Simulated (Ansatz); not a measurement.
A run of Ansatz (development build ahead of 0.2.0) on triplet B₂ at this shape:

```xyz
2

B     0.0035    0.0072   -0.7929
B     0.0036    0.0083    0.7911
```

Its results:

```yaml
Converged: yes
Reference_energy: -48.42216 hartree
Correlation_energy: -0.04818 hartree
Total_energy: -48.47034 hartree
Spin_squared_of_the_determinant: 2.898
```

(1) Which input gives this output? Name the method, the orbitals and the basis set, and write the input.

## Answers

(1) UHF-MP2 in STO-3G.

```yaml
crystal:
  periodic: [false, false, false]
  atoms:
    - { symbol: B, position_ang: [0.00348, 0.00717, -0.7929] }
    - { symbol: B, position_ang: [0.00357, 0.00834, 0.79107] }
basis:
  gaussian: { orbitals: STO-3G }
magnetization:
  spin_polarized: true
  initial_magnetization: 2
hamiltonian:
  xc: hf
correlation:
  method: mp2
  frozen_orbitals: { B: 1 }
```

Caution: the unrestricted determinant is a mixture of spin states.
